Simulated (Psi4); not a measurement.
# UOMP2/pcseg-0 (density fitting, density fitting for correlation) run of CHF2 (difluoromethyl radical)

What is the energy change on altering one bond length of CHF2 (difluoromethyl radical) at UOMP2/pcseg-0 (density fitting, density fitting for correlation)? 

The results are computed with Psi4 1.11.

3 further runs of the same task are left out: 3 set aside as unsound or not needed.

## Step 1: Starting point

CHF2 has 4 atoms, charge 0, and is taken as a doublet. As SMILES, `F[CH]F`. The coordinates come from a PBE0-D4/def2-TZVP relaxation.

Bond lengths: F1–C2 1.321 Å, C2–F3 1.321 Å, C2–H4 1.090 Å. Angles: F1–C2–F3 111.3°, F1–C2–H4 114.3°, F3–C2–H4 114.3°.

## Step 2: Energy and gradient at UOMP2/pcseg-0 (density fitting, density fitting for correlation)

Input file chf2.xyz:

```xyz
4
CHF2
F     -1.208200     0.264600    -0.141700
C      0.038600     0.063400     0.244400
F      0.433100    -1.166800    -0.029600
H      0.736500     0.838700    -0.073100
```

Input file job.py:

```python
import psi4

psi4.set_memory(1600000000)
psi4.set_num_threads(1)
psi4.set_output_file('chf2.out', False)

with open('chf2.xyz') as f:
    atoms = ''.join(f.readlines()[2:])
geom = psi4.geometry('0 2\n' + atoms + 'symmetry c1\nno_reorient\nno_com')

psi4.set_options({
    'basis': 'pcseg-0',
    'reference': 'uhf',
    'scf_type': 'df',
    'freeze_core': True,
    'mp2_type': 'df',
})

result = psi4.gradient("omp2")
print('gradient / Eh bohr^-1')
print(result.np.round(6))
```

Launch:

```console
python job.py
```

chf2.out:

```text
[...]
  Running in c1 symmetry.
[...]
  Nuclear repulsion =   70.538268333855825
[...]
  Multiplicity = 2
[...]
  Nalpha       = 13
  Nbeta        = 12
[...]
    Number of basis functions: 29
[...]
   @DF-UHF iter   1:  -236.50450297130976   -4.76281e-01   1.04819e-02 ADIIS/DIIS
[...]
   @DF-UHF iter  18:  -236.55327681561292   -2.84217e-14   5.43304e-11 DIIS
[...]
   @S^2 Observed:                7.546558444E-01
[...]
    Orbital Energies [Eh]
    ---------------------
    Alpha Occupied:
       1A    -26.339676     2A    -26.339639     3A    -11.435758
       4A     -1.705342     5A     -1.634247     6A     -0.968625
       7A     -0.811664     8A     -0.783025     9A     -0.778073
      10A     -0.700049    11A     -0.652657    12A     -0.624797
      13A     -0.428655
    Alpha Virtual:
      14A      0.219113    15A      0.337050    16A      0.368720
      17A      0.630637    18A      0.885416    19A      0.912608
      20A      0.931382    21A      1.082098    22A      1.727046
      23A      1.811958    24A      2.122533    25A      2.160391
[...]
  @DF-UHF Final Energy:  -236.55327681561292
   => Energetics <=
    Nuclear Repulsion Energy =             70.5382683338558252
    One-Electron Energy =                -468.4932546442494186
    Two-Electron Energy =                 161.4017094947806470
    Total Energy =                       -236.5532768156129180
  UHF NO Occupations:
  HONO-2 :   11  A 1.9994753
  HONO-1 :   12  A 1.9991009
[...]
 Multipole Moments:
 ------------------------------------------------------------------------------------
     Multipole            Electronic (a.u.)      Nuclear  (a.u.)        Total (a.u.)
 ------------------------------------------------------------------------------------
 L = 1.  Multiply by 2.5417464519 to convert [e a0] to [Debye]
 Dipole X            :         11.8946636          -11.3530966            0.5415670
 Dipole Y            :         13.6689956          -13.0404331            0.6285626
 Dipole Z            :          0.3768176           -0.2804354            0.0963823
 Magnitude           :                                                    0.8352696
[...]
	Warning: cc_lambda option is changed to TRUE
	For this residual convergence, default PCG convergence is:     1.00e-07
[...]
	DF-SCS-MP2 Total Energy (a.u.)     :  -236.86237320834411
	DF-SOS-MP2 Total Energy (a.u.)     :  -236.85789575225292
[...]
	DF-SCS-OMP2 Total Energy (a.u.)    :  -236.86771697276995
	DF-SOS-OMP2 Total Energy (a.u.)    :  -236.83795102487326
	DF-SCS(N)-OMP2 Total Energy (a.u.) :  -236.70259286437437
[...]
	DF-OMP2 Total Energy (a.u.)        :  -236.87849514094808
[...]
```

Standard output:

```text
gradient / Eh bohr^-1
[[ 0.069714 -0.016567  0.01854 ]
 [-0.041749 -0.050143 -0.029312]
 [-0.027068  0.067838  0.011925]
 [-0.000897 -0.001128 -0.001152]]
```

It took 4.2 s on 1 thread of Intel Xeon 6975P-C (Granite Rapids), shared host; peak memory 0.6 GiB.

## Step 3: The distorted shape at the same level

Input file input.json:

```json
{
 "schema_name": "qcschema_input",
 "schema_version": 1,
 "molecule": {
  "schema_name": "qcschema_molecule",
  "schema_version": 2,
  "symbols": ["F", "C", "F", "H"],
  "geometry": [-3.22564155, 0.65211236, -0.55963294, 0.07294343, 0.11980864, 0.46184906, 0.81844038, -2.20493244, -0.05593589, 1.39178329, 1.5849133, -0.13813898],
  "molecular_charge": 0,
  "molecular_multiplicity": 2,
  "fix_symmetry": "c1",
  "fix_com": true,
  "fix_orientation": true
 },
 "driver": "gradient",
 "model": {
  "method": "omp2",
  "basis": "pcseg-0"
 },
 "keywords": {
  "reference": "uhf",
  "scf_type": "df",
  "freeze_core": true,
  "mp2_type": "df"
 }
}
```

Launch:

```console
psi4 --qcschema input.json -n 1 --memory 1600MB
```

stdout:

```text
[...]
  Running in c1 symmetry.
[...]
  Nuclear repulsion =   60.530064298814466
[...]
  Multiplicity = 2
[...]
  Nalpha       = 13
  Nbeta        = 12
[...]
    Number of basis functions: 29
[...]
   @DF-UHF iter   1:  -236.35506464462142   -9.56225e-01   1.59656e-02 ADIIS/DIIS
[...]
   @DF-UHF iter  31:  -236.47233581735478   -5.68434e-14   6.36378e-11 DIIS
[...]
   @S^2 Observed:                7.569598174E-01
[...]
    Orbital Energies [Eh]
    ---------------------
    Alpha Occupied:
       1A    -26.395572     2A    -26.237539     3A    -11.494729
       4A     -1.715433     5A     -1.461803     6A     -0.991986
       7A     -0.813506     8A     -0.769924     9A     -0.742396
      10A     -0.602124    11A     -0.571256    12A     -0.549322
      13A     -0.481009
    Alpha Virtual:
      14A      0.086313    15A      0.197579    16A      0.296701
      17A      0.619383    18A      0.847022    19A      0.873332
      20A      0.973938    21A      1.058835    22A      1.660126
      23A      1.760356    24A      2.123365    25A      2.174475
[...]
  @DF-UHF Final Energy:  -236.47233581735478
   => Energetics <=
    Nuclear Repulsion Energy =             60.5300642988144659
    One-Electron Energy =                -449.1114761936707964
    Two-Electron Energy =                 152.1090760775015553
    Total Energy =                       -236.4723358173547751
  UHF NO Occupations:
  HONO-2 :   11  A 1.9992790
  HONO-1 :   12  A 1.9981338
[...]
 Multipole Moments:
 ------------------------------------------------------------------------------------
     Multipole            Electronic (a.u.)      Nuclear  (a.u.)        Total (a.u.)
 ------------------------------------------------------------------------------------
 L = 1.  Multiply by 2.5417464519 to convert [e a0] to [Debye]
 Dipole X            :         21.1922255          -19.8353667            1.3568588
 Dipole Y            :         12.1454159          -11.6716156            0.4738003
 Dipole Z            :          3.1812168           -2.9071641            0.2740527
 Magnitude           :                                                    1.4630986
[...]
	Warning: cc_lambda option is changed to TRUE
	For this residual convergence, default PCG convergence is:     1.00e-07
[...]
	DF-SCS-MP2 Total Energy (a.u.)     :  -236.80314477768604
	DF-SOS-MP2 Total Energy (a.u.)     :  -236.79914677488708
[...]
	DF-SCS-OMP2 Total Energy (a.u.)    :  -236.81303694244011
	DF-SOS-OMP2 Total Energy (a.u.)    :  -236.78073444949982
	DF-SCS(N)-OMP2 Total Energy (a.u.) :  -236.62730728730901
[...]
	DF-OMP2 Total Energy (a.u.)        :  -236.82364454067437
[...]
```

The result, in JSON:

```text
{
 "driver": "gradient",
 "model": {
  "method": "omp2",
  "basis": "pcseg-0"
 },
 "success": true,
 "return_result": [-0.08869766426826331, 0.011292365923479153, -0.022427351183211153, 0.08614945441921618, -0.04432605616560892, 0.006975447813467817, -0.007028788458815605, 0.040395261482757405, 0.010220730754673557, 0.009576998307901263, -0.007361571240767084, 0.005231172614936108],
 "properties": {
  "calcinfo_nbasis": 29,
  "calcinfo_nmo": 29,
  "calcinfo_nalpha": 13,
  "calcinfo_nbeta": 12,
  "calcinfo_natom": 4,
  "nuclear_repulsion_energy": 60.530064298814466,
  "return_energy": -236.82364454067437,
  "return_gradient": [-0.08869766426826331, 0.011292365923479153, -0.022427351183211153, 0.08614945441921618, -0.04432605616560892, 0.006975447813467817, -0.007028788458815605, 0.040395261482757405, 0.010220730754673557, 0.009576998307901263, -0.007361571240767084, 0.005231172614936108],
  "scf_one_electron_energy": -449.1114761936708,
  "scf_two_electron_energy": 152.10907607750156,
  "scf_dipole_moment": [1.3568588085419115, 0.47380033136483135, 0.27405268042761755],
  "scf_total_energy": -236.47233581735478,
  "scf_iterations": 31,
  "mp2_same_spin_correlation_energy": -0.08741192167355259,
  "mp2_opposite_spin_correlation_energy": -0.2513930442556233,
  "mp2_singles_energy": 0.0,
  "mp2_doubles_energy": -0.3388049659291759,
  "mp2_correlation_energy": -0.338804965929171,
  "mp2_total_energy": -236.81114078328395
 }
}
```

It took 4.2 s on 1 thread of Intel Xeon 6975P-C (Granite Rapids), shared host; peak memory 0.6 GiB.

## Step 4: Results

Level: UOMP2/pcseg-0 (density fitting, density fitting for correlation), 3 core orbitals frozen.

| quantity | value |
| --- | --- |
| first shape: total energy | -236.87850 Eh |
| first shape: HOMO energy (Hartree–Fock orbitals) (highest over α and β) | -11.66 eV |
| first shape: LUMO energy (Hartree–Fock orbitals) (lowest over α and β) | 3.24 eV |
| first shape: correlation energy (3 core orbitals frozen) | -325.2 mEh |
| first shape: ⟨S²⟩ of the reference determinant | 0.755 |
| first shape: largest force on an atom | 3.806 eV/Å |
| distorted shape: total energy | -236.82364 Eh |
| distorted shape: HOMO energy (Hartree–Fock orbitals) (highest over α and β) | -13.09 eV |
| distorted shape: LUMO energy (Hartree–Fock orbitals) (lowest over α and β) | 1.57 eV |
| distorted shape: correlation energy (3 core orbitals frozen) | -351.3 mEh |
| distorted shape: ⟨S²⟩ of the reference determinant | 0.757 |
| distorted shape: largest force on an atom | 4.995 eV/Å |
| energy change with the F1–C2 bond stretched from 1.321 to 1.849 Å | 1.493 eV |

In words: With the F1–C2 bond stretched from 1.321 to 1.849 Å the energy rises by 1.49 eV (144 kJ/mol). The first shape isn't relaxed at this level, so the change isn't measured from a minimum. The largest force (first shape) is 3.81 eV/Å: the shape isn't a stationary point for this species at this level.
